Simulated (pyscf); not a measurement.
# Four-centre exchange: Cl–Ta(Cl)(Cl)(Cl)–Cl + SiH₄ → HCl + H₃Si–Ta(Cl)(Cl)(Cl)–Cl

Gas phase, singlet surface, charge 0. Bonds broken: Cl1–Ta2, Si7–H8. Bonds formed: Cl1–H8, Ta2–Si7. Structures and frequencies: ωB97X-D3(BJ)/def2-SVP in PySCF.

Transition state (Å):

```xyz
11

Cl    -1.9107     0.3700     2.4189
Ta    -1.8360    -0.0623    -0.3486
Cl    -1.9287    -0.4598    -2.5809
Cl    -3.9646    -0.6412     0.2512
Cl    -0.7416    -2.0393     0.1388
Cl    -2.0950     2.2249    -0.5638
Si     0.6159     0.8032     0.1808
H     -0.8160     0.5830     1.6031
H      0.6062     0.5560    -1.3040
H      1.6285    -0.0782     0.8196
H      0.8921     2.2412     0.4382
```

One imaginary mode, 297i cm⁻¹; descent along it reached the two sides named, in the forms told below.

```tsv
bond	change	reactant side (Å)	saddle	product side
Cl1–Ta2	breaks	2.316	2.8	2.9
Si7–H8	breaks	1.499	2.030	2.8
Cl1–H8	forms	2.7	1.382	1.290
Ta2–Si7	forms	3.5	2.7	2.6
```

Electronic energies relative to the separated reactants (eV):

```
level                   barrier  reaction energy  reverse barrier
----------------------  -------  ---------------  ---------------
ωB97X-D3(BJ)/def2-TZVP     1.33            +1.15             0.18
PBE/def2-TZVP              1.44            +1.27             0.17
r²SCAN/def2-TZVP           1.50            +1.37             0.13
B3LYP-D3(BJ)/def2-TZVP     1.56            +1.30             0.26
PBE0-D3(BJ)/def2-TZVP      1.35            +1.20             0.15
M06-2X/def2-TZVP           1.60            +1.21             0.40
ωB97M-D3(BJ)/def2-TZVP     1.62            +1.24             0.38
HF/def2-TZVP               2.72            +1.40             1.32
```

With ωB97M-D3(BJ)/def2-TZVP energies and thermal terms (ideal gas, 1 atm, RRHO with modes under 100 cm⁻¹ raised to 100, one conformer, R ln 2 for chiral ones without a mode under 150 cm⁻¹), in eV:

```csv
T (K),ΔH‡,ΔG‡,ΔH,ΔG
298,1.58,1.98,+1.25,+1.17
600,1.62,2.37,+1.28,+1.08
900,1.66,2.74,+1.30,+0.97
1200,1.69,3.10,+1.31,+0.87
```

On the reactant side the descent ends in an adduct with a H–Ta contact, 0.22 eV under the separated species and 1.55 eV under the saddle at ωB97X-D3(BJ)/def2-TZVP. On the product side the descent ends in an adduct with a Cl–Ta contact, 0.20 eV under the separated species and 0.38 eV under the saddle at ωB97X-D3(BJ)/def2-TZVP. What is counted as broken (Cl–Ta) persists as a longer contact in the product adduct; parting that adduct is a step of its own. One saddle was located; it need not be the lowest between these sides. Elements past Kr carry the def2 core potentials, without spin-orbit coupling.
